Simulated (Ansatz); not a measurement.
## How far each method lies from full CI for C₂H₂, singlet

Geometry: MP2(full)/6-31G*, from the G2/97 set.

```xyz
4

C     0.0000    0.0000    0.6081
C     0.0000    0.0000   -0.6081
H     0.0000    0.0000   -1.6740
H     0.0000    0.0000    1.6740
```

Basis 6-31G; Ansatz 0.2.0. Correlated methods freeze the noble-gas cores, which leaves 10 electrons in 20 orbitals. R marks a restricted (for open shells ROHF) determinant. Active spaces: valence = (10e, 10o) chosen from the atoms' valence shells.

Full CI is exact within this basis and frozen core; it isn't the basis-set limit.

* UHF ⟨S²⟩: 0.000
* T1 diagnostic (RCCSD): 0.0126
* largest doubles amplitude (RCCSD): 0.119

Task: From what is known of these methods and the diagnostics, rank them by the size of their error in total energy against full CI in 6-31G, smallest first (an estimate: the text doesn't fix the numbers).
A. CASSCF (valence space)
B. RMP2
C. RHF
D. MRCISD+Q (valence space)
E. BCCD(T)

Result: D (1.4 kJ/mol), E (3.1 kJ/mol), B (57.1 kJ/mol), A (129.8 kJ/mol), C (542.4 kJ/mol).

All errors are against full CI in 6-31G. Within each family the higher level lies nearer, as is usual though not guaranteed.

The full-CI state has the irrep Ag of D2h, in the program's axes (one component, if the state is degenerate).

Natural occupations of full CI about the gap: 1.977 1.972 1.970 1.915 1.915 0.076 0.076 0.031 0.023 0.012; effectively unpaired electrons, Σ n²(2−n)², 0.11.

Atomization energy (electronic, same basis, no zero-point term; atoms at the same level, unrestricted beside the R rows where the molecule is a closed shell, with restricted open-shell steps beyond CCSDT(Q)) at full CI: 1499.2 kJ/mol. Errors of other levels:

```tsv
level	error (kJ/mol)
RHF	-345.8
RMP2	16.7
CISD	-55.2
RCCSD	-16.8
RCCSD(T)	-2.3
BCCD(T)	-2.3
RCCSDT	-2.8
CISDTQ	-3.5
RCCSDT(Q)	-0.2
RCCSDTQ	-0.3
CASSCF (valence space)	-26.0
NEVPT2 (valence space)	7.9
MRCISD (valence space)	-3.4
MRCISD+Q (valence space)	-1.8
```

This basis is far from its limit, so the value isn't to be set against a measured one. Truncated CI isn't size-consistent, which counts against it in atomization.
